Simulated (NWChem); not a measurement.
**NWChem timings: AlHF (SMILES [F][AlH])**

AlHF: 3 atoms, total charge 0, spin state doublet. SMILES: `[F][AlH]`. The coordinates come from a PBE0-D4/def2-TZVP relaxation.

```csv
atom,x (Å),y (Å),z (Å)
F,0.9071,0.8932,0.5856
Al,-0.4325,0.3180,-0.1995
H,-0.4854,-1.2761,-0.3993
```

Program: NWChem 7.3.0. Hardware: 1 thread of Intel Xeon Platinum 8259CL at 2.50GHz (Skylake/Cascade Lake), shared host, so times are rough. Two-electron integrals are exact unless an approximation is named.

Question: Estimate their order by wall time, quickest first.
A. excited states at CIS/STO-3G
B. excited states at CIS/6-31G
C. excited states at CIS/6-311G**

Answer: A (1.8 s), B (7.2 s), C (22 s).
